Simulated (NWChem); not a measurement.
**SiH3F (SMILES F[SiH3]) at MP2/cc-pVDZ (frozen virtual 2)**

What is the vertical ionisation energy of SiH3F at MP2/cc-pVDZ (frozen virtual 2)? 

Program for the calculation: NWChem 7.3.0.

**1. Starting point**

SiH3F has 5 atoms, charge 0, and is taken as a singlet. As SMILES, `F[SiH3]`. The shape is that of a PBE0-D4/def2-TZVP optimisation.

Bond lengths: F1–Si2 1.600 Å, Si2–H3 1.482 Å, Si2–H4 1.482 Å, Si2–H5 1.482 Å. Angles: F1–Si2–H3 108.3°, F1–Si2–H4 108.3°, F1–Si2–H5 108.3°, H3–Si2–H4 110.6°, H3–Si2–H5 110.6°, H4–Si2–H5 110.6°.

**2. The energy at MP2/cc-pVDZ (frozen virtual 2)**

fh3si.xyz

```xyz
5

F     -1.274600     0.162800     0.858000
Si     0.043300    -0.019300    -0.030700
H     -0.367800    -0.192600    -1.443700
H      0.768600    -1.217900     0.451600
H      0.880500     1.193400     0.123400
```

fh3si.nw

```
start fh3si
memory 2200 mb

geometry units angstrom noautosym nocenter noautoz
  load fh3si.xyz
end

basis spherical bse
  F library cc-pVDZ
  Si library cc-pVDZ
  H library cc-pVDZ
end

scf
  singlet
  rhf
  thresh 1e-08
  maxiter 80
  noprint "final vectors analysis"
end

mp2
  freeze core 6 virtual 2
  tight
end

task mp2 energy
```

Command:

```
$ nwchem fh3si.nw > fh3si.out
```

Log:

```text
[...]
  functions       =    47
[...]
  wavefunction    = RHF
[...]
         Total SCF energy =   -390.161743864846
      One-electron energy =   -667.484990962320
      Two-electron energy =    214.280435306866
 Nuclear repulsion energy =     63.042811790608
        Time for solution =      5.7s
[...]
          Total MP2 energy          -390.420849988060
[...]
```

Run time: 7.5 s. Hardware: 1 thread of Intel Xeon 6975P-C (Granite Rapids), shared host; peak memory 0.1 GiB.

**3. The doublet cation, same level**

nw.xyz

```xyz
5
FH3Si energy
F     -1.274600     0.162800     0.858000
Si     0.043300    -0.019300    -0.030700
H     -0.367800    -0.192600    -1.443700
H      0.768600    -1.217900     0.451600
H      0.880500     1.193400     0.123400
```

nw.nw

```
start nw
title "FH3Si energy"
memory stack 880 mb heap 220 mb global 1100 mb
charge 1

geometry units angstroms noautosym nocenter noautoz
load nw.xyz
end

basis spherical bse
* library cc-pVDZ
end

scf
nopen 1
uhf
thresh 1e-08
maxiter 80
print low
end

mp2
freeze core 6 virtual 2
tight
end

task mp2
```

Command:

```
$ nwchem nw.nw > nw.out
```

Log:

```text
[...]
  functions       =    47
[...]
  wavefunction    = UHF
[...]
         Total SCF energy =   -389.709453345647
      One electron energy =   -659.874891419219
      Two electron energy =    207.122626282964
 Nuclear repulsion energy =     63.042811790608
                       Sz =      0.5000
                 Sz(Sz+1) =      0.7500
                      S^2 =      0.7717
[...]
          Total MP2 energy          -389.954343475771
[...]
```

Wall time 35 s (1 thread of Intel Xeon 6975P-C (Granite Rapids), shared host); peak memory 0.1 GiB.

**4. What came out**

At MP2/cc-pVDZ (frozen virtual 2), 6 core orbitals frozen:

```
                                                   quantity          value
                                singlet SiH3F: total energy  -390.42085 Eh
 singlet SiH3F: correlation energy (6 core orbitals frozen)     -259.1 mEh
                               doublet cation: total energy  -389.95434 Eh
doublet cation: correlation energy (6 core orbitals frozen)     -244.9 mEh
          doublet cation: ⟨S²⟩ of the reference determinant          0.772
         vertical ionisation energy (to the doublet cation)      12.694 eV
```

In words: Removing an electron at fixed nuclei costs 12.69 eV (1225 kJ/mol). Mulliken charges (singlet SiH3F) run from -0.45 on F1 to +0.85 on Si2; they depend strongly on the basis.
